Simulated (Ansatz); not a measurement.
Z-matrix (Å, degrees):
```
C
F 1 1.372
C 1 1.489 2 110.6
H 1 1.096 2 108.8 3 -121.0
H 1 1.096 2 108.8 3 121.0
C 3 1.321 1 125.9 2 -0.1
F 3 1.336 1 112.3 2 179.9
F 6 1.331 3 121.8 1 -180.0
H 6 1.080 3 122.8 1 -0.1
```

Total charge 0; spin multiplicity 1.

List the PBE0/def2-TZVPP orbital energies in eV (Ansatz). (An estimate is asked.)

The calculation gave: Occupied: -674.93, -674.68, -674.35, -281.04, -280.89, -280.59, -35.02, -34.56, -34.21, -22.81, -20.40, -17.37, -15.96, -15.72, -14.89, -14.37, -13.98, -13.72, -13.11, -12.41, -11.45, -10.61, -10.32, -7.49. Lowest empty: 0.39, 0.89, 1.49, 2.34, 3.14, 3.42, 4.58, 5.18.
